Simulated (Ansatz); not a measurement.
# Zinc-blende AlN (metastable phase): zone-centre TO phonon frequency by level of theory

No measured value is used here.

| level (code) | value (cm⁻¹) | cell (Å³/atom) |
|---|---|---|
| LDA (Ansatz) | 664 | 10.24 |
| PBE (Ansatz) | 635 | 10.67 |
| PBE-D3(BJ) (Ansatz) | 654 | 10.45 |
| PBE0 (Ansatz) | 664 | 10.39 |

PBE-D3(BJ): the dispersion coefficients are held fixed in the derivatives. Each level is taken at its own relaxed cell. K meshes differ between the levels. Ansatz's density-functional and Hartree–Fock values are scalar-relativistic unless marked +SOC, with PAW data made under PBE.

Ansatz is a program for electronic structure.
